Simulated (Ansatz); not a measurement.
A made-up structure of C₂H₄B, doublet:

C1  (-1.520, -1.030, -0.278)
B2  (-0.408, -0.289, -0.056)
C3  (0.842, 0.561, 0.170)
H4  (-2.396, -1.617, -0.452)
H5  (-0.817, -0.408, 1.012)
H6  (0.741, 1.225, 1.031)
H7  (1.741, -0.047, 0.294)
(Å)

It is relaxed with PBE-D4/def2-SVP and then PBE0-D4/def2-TZVP (Ansatz 0.2.0). Atoms count as bonded within 1.22 times the sum of their covalent radii (H–H: 0.88 Å). The end point is not checked to be a true minimum.

Question: Does its bonding change? (A judgement: the text doesn't fix the answer.)

Answer: By the calculation: Yes. Formed: C1–H5; broken: B2–H5.

Where it ends: The first stage lowers the energy by 2.51 eV in 14 steps. It ends as C₂H₄B ([CH2][B][CH2]):
| atom | x (Å) | y (Å) | z (Å) |
| --- | --- | --- | --- |
| C1 | -1.5428 | -0.8395 | 0.1263 |
| B2 | -0.2595 | -0.2293 | 0.2459 |
| C3 | 1.0238 | 0.3810 | 0.3657 |
| H4 | -1.7004 | -1.7580 | -0.4293 |
| H5 | -2.4317 | -0.4185 | 0.5844 |
| H6 | 1.2851 | 1.0268 | 1.1975 |
| H7 | 1.8089 | 0.2329 | -0.3684 |

Labels in which every atom is bracketed show which atoms are joined, not bond orders.

For scale, one of the runs: PBE0-D4/def2-TZVP relaxation, 117 basis functions, launched by `ansatz run in.yaml --threads 2 --pin off --events-out ev --progress --plain --max-ram 4352MiB`. The run took about 22 s on 2 CPU threads of an Arm Neoverse V2 (shared host).
